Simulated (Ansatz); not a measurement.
Geometry optimisation, RKS r2SCAN-D4/def2-SVP in Ansatz.

Input:

```yaml
crystal:
  periodic: [false, false, false]
  atoms:
    - { symbol: C, position_ang: [-0.49523, 0.50646, -0.70939] }
    - { symbol: C, position_ang: [-0.14013, -0.36849, 0.52673] }
    - { symbol: C, position_ang: [1.23149, -0.47364, 0.64786] }
    - { symbol: O, position_ang: [2.34578, -0.5162, 0.68485] }
    - { symbol: H, position_ang: [-0.12061, 0.06329, -1.62753] }
    - { symbol: H, position_ang: [-1.57839, 0.56748, -0.772] }
    - { symbol: H, position_ang: [-0.09769, 1.51208, -0.60891] }
    - { symbol: H, position_ang: [-0.56206, 0.07952, 1.43947] }
    - { symbol: H, position_ang: [-0.58315, -1.37051, 0.41891] }
total_charge: 1
basis:
  gaussian: { orbitals: def2-SVP }
hamiltonian:
  xc: r2scan
  dispersion: d4
relax:
  f_tol: 0.02
  max_steps: 50
```

Run as:

```bash
$ ansatz run input.yaml --threads 2 --pin off --max-ram 3072MiB --backend cpu --events-out ev --progress --plain --runs-dir out
```

Question: Where does it end, and by what steps?

Answer: The run converged. Limits of this set-up: the dipole of an ion depends on the origin. After 5 steps the energy has fallen by 0.071 eV; O4 moved furthest, 0.11 Å.

```json
{"step": "0", "energy less start (eV)": "0.0000", "largest force component (eV/Å)": "1.596", "accepted": "yes"}
{"step": "1", "energy less start (eV)": "-0.0554", "largest force component (eV/Å)": "0.737", "accepted": "yes"}
{"step": "2", "energy less start (eV)": "-0.0693", "largest force component (eV/Å)": "0.149", "accepted": "yes"}
{"step": "3", "energy less start (eV)": "-0.0702", "largest force component (eV/Å)": "0.105", "accepted": "yes"}
{"step": "4", "energy less start (eV)": "-0.0713", "largest force component (eV/Å)": "0.026", "accepted": "yes"}
{"step": "5", "energy less start (eV)": "-0.0713", "largest force component (eV/Å)": "0.004", "accepted": "yes"}
```

```xyz
9
Properties=species:S:1:pos:R:3
C -0.521 0.526 -0.737
C -0.146 -0.344 0.492
C 1.259 -0.486 0.665
O 2.373 -0.581 0.776
H -0.155 0.075 -1.668
H -1.618 0.562 -0.765
H -0.133 1.548 -0.632
H -0.519 0.080 1.448
H -0.541 -1.380 0.422
```

The run took 13 s on 2 threads of Intel(R) Xeon(R) Platinum 8259CL CPU @ 2.50GHz (Skylake/Cascade Lake) (shared host), peak memory 0.15 GiB.
